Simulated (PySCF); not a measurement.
Reading a saddle point

A first-order saddle point of BH2ClO, singlet, PBE0-D4/def2-TZVP, with one imaginary mode of 1209i cm⁻¹:

```
5
angstrom
B -0.3510 -0.0172 -0.5700
Cl 0.9854 0.8382 1.0705
O -0.4505 -1.1200 0.0045
H 0.3460 -0.4921 0.9029
H -0.5297 0.7911 -1.4079
```

PySCF 2.14 with density fitting (its default auxiliary sets; JK sets also for MP2 and CCSD(T)); basis: def2-TZVPP and def2-QZVPP; cores frozen in the correlated methods. Extrapolation: Hartree–Fock as exp(−7.88 √X), correlation as X^−2.97.

Q: Which contacts change along the imaginary mode, and what lies on either side? (Judge from chemistry; the calculation decides.)

A: The calculation gives: The step is BH₂ClO ([OH][BH][Cl]) → BHO ([BH][O]) + HCl, with the molecules in contact on both sides. Shortening one way: Cl2–H4; lengthening the same way: B1–Cl2, O3–H4.
```json
{"pair": "Cl2–H4", "one side (Å)": "2.71", "saddle (Å)": "1.49", "other side (Å)": "1.29"}
{"pair": "B1–Cl2", "one side (Å)": "1.77", "saddle (Å)": "2.28", "other side (Å)": "4.39"}
{"pair": "O3–H4", "one side (Å)": "0.96", "saddle (Å)": "1.35", "other side (Å)": "1.92"}
```

Q: Which side is lower, and how far does the saddle lie above each? (To be estimated.)

A: The calculation gives: The side with B1–Cl2, O3–H4 short is lower by 122.5 kJ/mol; the saddle lies 214.2 kJ/mol above it and 91.7 kJ/mol above the other (CCSD(T) at an estimated basis limit (MP2 extrapolated from triple and quadruple zeta, plus CCSD(T) − MP2 in triple zeta); electronic energies).

No T1 diagnostic of these runs exceeds 0.018.

Labels in which every atom is bracketed show which atoms are joined, not bond orders.

For scale, one of the runs: CCSD(T)/def2-TZVPP, 132 basis functions, launched by `OMP_NUM_THREADS=4 python run.py`. The run took 57 s on 4 CPU threads of an Arm Neoverse V1 (shared host), with 0.72 GiB of host memory at its peak.
